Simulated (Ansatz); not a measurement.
System: 1T (CdI2-type) HfS2. Method: HSE06-D3(BJ) in Ansatz (plane waves, PAW).

Settings: plane-wave cutoff 500 eV, 12×12×4 k mesh (along the axes of the cell as run), gaussian smearing 0.02 eV, scalar-relativistic PAW data made under PBE.

Computed at the level's own relaxed cell.

Problem. What does this level give for the equilibrium volume per atom, equilibrium lattice constant a and c axis length?

Solution. 
- equilibrium volume per atom: 21.24 Å³/atom
- equilibrium lattice constant a: 3.598 Å
- c axis length: 5.684 Å

Measured, for comparison: lattice constant a 3.635 Å (temperature not stated, no zero-point or thermal correction; as tabulated in Björkman (2014), arXiv:1406.2436); lattice parameter c 5.83 Å (temperature not stated, zero-point anharmonic expansion removed (computed with revB86b-DF2); no thermal correction; as tabulated in Björkman (2014), arXiv:1406.2436). Computed (rounded) less measured: lattice constant a -1.0 %, lattice parameter c -2.5 %. A static lattice is as a rule a little smaller and stiffer than an uncorrected measurement, which narrows the difference in the lattice constant a and would widen misses of the other sign.

Spin–orbit coupling is not included.

Computed values are for the static lattice.

Ansatz is an electronic-structure program.
